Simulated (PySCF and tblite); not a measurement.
The numbers below are computed, except where a source is named.
C6H4, numbered as in [CH:1]#[C:2][CH:3]=[C:4]1[CH:5]=[CH:6]1.

The ensemble was built from 45 distance-geometry starts (ETKDG and KDG, MMFF94s, GFN2-xTB) and rests on GFN2-xTB geometries. Energies: r2SCAN-D3(BJ)/def2-TZVP, with GFN2-xTB thermal terms (modes under about 100 cm⁻¹ blended into free rotors). Symmetry numbers and mirror images are counted. Conformers within 2.5 kcal/mol (GFN2-xTB free energy) were kept, 4 at most. GIAO shieldings: PBE0/pcSseg-1. Shifts are against TMS (¹H), TMS (¹³C) at the same level. Run with PySCF (density fitting) and tblite.

(1) List the conformer-averaged shifts at 298.15 K.

Shifts are unscaled: against experiment ¹³C can be off by 15 ppm or more and ¹H by 0.8 ppm.

Answers

(1) ¹H: 8.47 (H5, 1H), 8.34 (H6, 1H), 4.80 (H3, 1H), 2.28 (H1, 1H) ppm. ¹³C: 145.9 (C5), 145.0 (C6), 131.1 (C4), 86.9 (C2), 81.0 (C1), 66.3 (C3) ppm.
